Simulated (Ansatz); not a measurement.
A run of Ansatz (development build ahead of 0.2.0) on doublet H₂O(+) at this shape:

```yaml
atoms:
  - { symbol: O, position_ang: [-0.0042, -0.0019, -0.1257] }
  - { symbol: H, position_ang: [-0.0038, 0.8113, 0.4691] }
  - { symbol: H, position_ang: [0.0076, -0.8170, 0.4729] }
```

Its results:

```yaml
Converged: yes
Reference_energy: -75.65795 hartree
Correlation_energy: -0.19306 hartree
Total_energy: -75.85100 hartree
Spin_squared_of_the_determinant: 0.758
```

(1) Which input gives this output? Name the method, the orbitals and the basis set, and write the input.

Results:

(1) UHF-MP2 in def2-TZVP.

```yaml
crystal:
  periodic: [false, false, false]
  atoms:
    - { symbol: O, position_ang: [-0.00424, -0.00195, -0.12569] }
    - { symbol: H, position_ang: [-0.00383, 0.81133, 0.4691] }
    - { symbol: H, position_ang: [0.00758, -0.81696, 0.47293] }
basis:
  gaussian: { orbitals: def2-TZVP }
total_charge: 1
magnetization:
  spin_polarized: true
  initial_magnetization: 1
hamiltonian:
  xc: hf
correlation:
  method: mp2
  frozen_orbitals: { H: 0, O: 1 }
```
